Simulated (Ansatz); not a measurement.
We consider bcc V, described by r²SCANh in Ansatz (plane waves, PAW).

Run with plane-wave cutoff 520 eV, 14×14×14 k mesh, Fermi–Dirac smearing 0.05 eV, no spin polarisation, scalar-relativistic PAW data made under PBE.

The volume scan:

| V (Å³/atom) | E − E_lowest (meV/atom) | P (GPa) |
|---|---|---|
| 12.425 | 22.72 | 11.76 |
| 12.752 | 5.28 | 5.48 |
| 13.018 | 0.00 | 0.97 |
| 13.406 | 4.77 | -4.74 |
| 13.733 | 18.70 | -8.84 |

### Question
Estimate the bulk modulus from the pressures at 12.752 and 13.406 Å³/atom, and compare it with a fit to all energies.

### Answer
B = −V dP/dV. Between V = 12.752 and 13.406 Å³/atom, dP/dV = (-4.74 − (5.48))/(13.406 − 12.752) = -15.6 GPa per Å³/atom; at the midpoint 13.079 Å³/atom this gives B ≈ 204 GPa. The third-order Birch–Murnaghan fit gives V0 = 13.079 Å³/atom, B0 = 203 GPa, B′ = 4.7, which lies within 1 % of that estimate.

Measured, for comparison: bulk modulus 161 GPa (corrected for temperature and zero-point phonon effects, our sources range from 159 to 166; as tabulated in Levämäki et al. (2014), arXiv:1402.3671); equilibrium volume per atom 13.79 Å³/atom (static lattice: zero-point anharmonic expansion removed; as tabulated in Mejia-Rodriguez and Trickey (2018), arXiv:1807.09216). Computed (rounded) less measured: bulk modulus +26 % (+22 % to +28 % over the range), equilibrium volume per atom -5.1 %.

Cost on a shared machine: around 16 core-minutes (rough).

Ansatz is a program for electronic structure.
